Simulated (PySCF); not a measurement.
H₂Si, charge +1, multiplicity 2. Atoms are numbered in the order given.

```xyz
3

Si     0.0000     0.0000    -0.0947
H      0.0000    -1.3007     0.6626
H      0.0000     1.3007     0.6626
```
Charge +1, spin multiplicity 2.

Geometry optimised at PBE-D3(BJ)/def2-TZVPD. The isomer is the one that the SMILES or the coordinates give; other isomers of the formula were not compared.

Calculation: PBE-D3(BJ)/def2-TZVPD (PySCF).

Frequencies are harmonic and unscaled.

| mode | ν (cm⁻¹) | IR (km/mol) | moving atoms (share of kinetic energy) |
|---|---|---|---|
| 1 | 871 | 28.0 | H 95 % |
| 2 | 2065 | 4.2 | H 98 % |
| 3 | 2153 | 2.4 | H 95 % |
